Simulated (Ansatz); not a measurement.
# CH4NO (charge -1): a nudged elastic band in two tries

Aim: a band of images between two relaxed ends for this system. SMILES of the start: N[CH-]O.

Method: RKS PBE/6-31G, in Ansatz 0.2.0.

**1. The structure to begin with**

Bond lengths: N1–C2 1.478 Å, C2–O3 1.589 Å, N1–H4 1.023 Å, N1–H5 1.065 Å, C2–H6 1.139 Å, O3–H7 0.991 Å. Angles: N1–C2–O3 104.2°, N1–C2–H6 109.2°, O3–C2–H6 95.7°, C2–N1–H4 112.2°, C2–N1–H5 123.1°, H4–N1–H5 109.8°, C2–O3–H7 99.3°.

As a file:

```xyz
7

N    -0.3937    0.3053   -0.7491
C     0.5264    0.3634    0.4059
O     0.5463   -1.1253    0.9625
H    -0.1694    1.0071   -1.4585
H    -1.4500    0.2198   -0.6470
H    -0.0216    0.8105    1.2991
H     0.9620   -1.5809    0.1869
```

**2. First try**

input.yaml

```yaml
crystal:
  periodic: [false, false, false]
  atoms:
    - { symbol: "N", position_ang: [-0.393694, 0.305303, -0.749092] }
    - { symbol: C, position_ang: [0.526364, 0.363413, 0.40592] }
    - { symbol: O, position_ang: [0.546251, -1.125272, 0.962517] }
    - { symbol: H, position_ang: [-0.169357, 1.007132, -1.458458] }
    - { symbol: H, position_ang: [-1.449992, 0.219808, -0.646961] }
    - { symbol: H, position_ang: [-0.021565, 0.810469, 1.299127] }
    - { symbol: H, position_ang: [0.962003, -1.580852, 0.186936] }
total_charge: -1
basis:
  gaussian: { orbitals: "6-31G" }
hamiltonian:
  xc: pbe
neb:
  order_check: false
  images: 7
  f_tol: 0.05
  max_iterations: 8
  initial_path: idpp
  final_atoms:
    - { symbol: "N", position_ang: [-0.47533136, 0.74785982, -0.62624351] }
    - { symbol: C, position_ang: [0.49012548, 0.41479398, 0.43461432] }
    - { symbol: O, position_ang: [0.3585466, -1.19707799, 0.69444598] }
    - { symbol: H, position_ang: [-0.09474591, 0.49362291, -1.54957473] }
    - { symbol: H, position_ang: [-1.42896667, 0.28414053, -0.57042875] }
    - { symbol: H, position_ang: [-0.03246041, 0.74778488, 1.38088234] }
    - { symbol: H, position_ang: [1.18284227, -1.49112313, 0.23629336] }
  spring: -5.0
```

On the command line:

```console
$ ansatz run input.yaml --threads 1 --pin off --max-ram 2048MiB --backend cpu --events-out ev --progress --plain --runs-dir out
```

**Question.** What will these runs give? Wanted: first try.

The runs gave:

| quantity | value |
| --- | --- |
| first try | refused |
| cause | a negative spring would push the images apart instead of spacing them |

What this shows: The fault in the first input was caught at the input check and cost nothing.
